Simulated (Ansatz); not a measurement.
Input file:

```yaml
crystal:
  periodic: [false, false, false]
  atoms:
    - {symbol: Ga, position_ang: [0.000000, 0.000000, 0.000000]}
    - {symbol: Na, position_ang: [0.000000, 0.000000, 2.590000]}
basis:
  gaussian: {orbitals: def2-mTZVP}
total_charge: -1
magnetization: {spin_polarized: false, initial_magnetization: 3}
correlation: {method: sc_nevpt2, electrons: valence, active_space: {window: {electrons: 9, orbitals: 7}}}
scf: {lower_state_search: light}
output: {forces: true}
```

```sh
$ ansatz run in.yaml --threads 1 --pin off --events-out ev --progress --plain --max-ram 2393MiB
```

Log:

```
489 factors; integrals over basis functions are off by at most 2.9e-4 eV
mean field evaluation 1: about -56736.7238 eV, gradient 1.1e1 eV
mean field evaluation 2: about -56736.7364 eV, gradient 1.1e1 eV
mean field evaluation 4: about -56737.5904 eV, gradient 1.4e0 eV
mean field evaluation 8: about -56737.6484 eV, gradient 4.7e-2 eV
mean field evaluation 16: about -56737.5752 eV, gradient 3.4e-2 eV
mean field evaluation 32: about -56737.5712 eV, gradient 1.2e-3 eV
mean field evaluation 64: about -56737.6274 eV, gradient 2.1e-1 eV
mean field evaluation 96: about -56737.5712 eV, gradient 2.8e-5 eV
mean field evaluation 128: about -56737.6484 eV, gradient 6.1e-3 eV
mean field -56737.64842622 eV, -2085.0701215043 hartree, gradient 7.0e-6 eV, S^2 3.750000; 11 other end points of the search recorded, 0 dependent functions left out
reference -56737.64842622 eV, -2085.0701215043 hartree; 23, 20 occupied and 27, 30 virtual orbitals, 489 factors
state -56738.00529397 eV, -2085.0832361520 hartree
state -56738.00529397 eV, -2085.0832361520 hartree; corrected -56744.36937842 eV, -2085.3171119420 hartree
the calculation of the forces begins
Total energy: -56744.36937842 eV, -2085.3171119420 hartree
Atom 0 at     0.000000     0.000000     0.000000 Å, force     0.000000     0.000000    -0.762007 eV/Å
Atom 1 at     0.000000     0.000000     2.590000 Å, force    -0.000000    -0.000000     0.762007 eV/Å
Dipole moment:    -0.000000    -0.000001    -0.483259 e Å
```

Natural occupations: 1.9998 1.9998 1.9564 1.0013 1.0002 1.0002 0.0424.

Forces (eV/Å):
```
Ga   0.000  0.000 -0.762
Na   0.000  0.000  0.762
```

Ran on 1 thread of Arm Neoverse V1, shared host: 9 s wall, 0.22 GiB peak host memory.
